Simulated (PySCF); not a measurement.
Species: naphthoquinone, C10H6O2.
SMILES: `O=C1C=CC(=O)C2=CC=CC=C12`

The closed-shell ground state was solved at several levels (PySCF, density fitting, gas phase, non-relativistic). Isolated species at its PBE0-D3(BJ)/def2-SVP geometry, gas phase.

| level | basis functions | HOMO (eV) | LUMO (eV) | gap (eV) | dipole (D) |
| --- | --- | --- | --- | --- | --- |
| B3LYP/def2-SVPD | 294 | -7.59 | -3.57 | 4.02 | 1.41 |
| B3LYP/pcJ-1 | 384 | -7.57 | -3.51 | 4.06 | 1.38 |
| CAM-B3LYP/pcSseg-2 | 516 | -9.17 | -2.31 | 6.86 | 1.36 |

Q: What might PBE0/pcSseg-1 (234 basis functions) give for the same quantities?

A: HOMO -7.86 eV, LUMO -3.37 eV, gap 4.49 eV, dipole 1.37 D.

Q: Over all these levels, which gives the widest orbital gap and which the narrowest?

A: CAM-B3LYP/pcSseg-2 (range-separated hybrid) has the widest, 6.86 eV, and B3LYP/def2-SVPD (global hybrid, 20 % exact exchange) the narrowest, 4.02 eV. Functional and basis both differ between the two, so the spread mixes both effects.

Q: How far do the dipole and the HOMO energy spread over the levels?

A: The dipole runs from 1.36 to 1.41 D (mean 1.38 D) and the HOMO from -9.17 to -7.57 eV.
